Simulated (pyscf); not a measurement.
Single points on ωB97X-D3(BJ)/def2-SVP structures (PySCF, gas phase).

Task: Estimate by transition-state theory the rate constant of H₃C–SnH₃ + hydrogen chloride (HCl) -> H₃C–SnH₂–Cl + hydrogen (H₂) (singlet surface; H–Sn, Cl–H broken, Cl–Sn, H–H formed) at 900 K, with ωB97M-D3(BJ)/def2-TZVP energies (ideal gas, 1 atm, RRHO with modes under 100 cm⁻¹ raised to 100, one conformer, R ln 2 for chiral ones without a mode under 150 cm⁻¹; no tunnelling).

Result: The electronic barrier is 26.1 kcal/mol and the thermal terms add +26.9, so ΔG‡ = 53.0 kcal/mol. With k_BT/h = 1.88e+13 s⁻¹ and RT = 1.788 kcal/mol, and a volume of 1.23e-19 cm³ per molecule at 1 atm, k = 3.1e-19 cm³ molecule⁻¹ s⁻¹. Wigner's tunnelling factor for 1033i cm⁻¹ would be 1.11. A shift of 1 kcal/mol in the barrier changes k by a factor 1.7. One saddle was located; it need not be the lowest between these sides. Elements past Kr carry the def2 core potentials, without spin-orbit coupling.
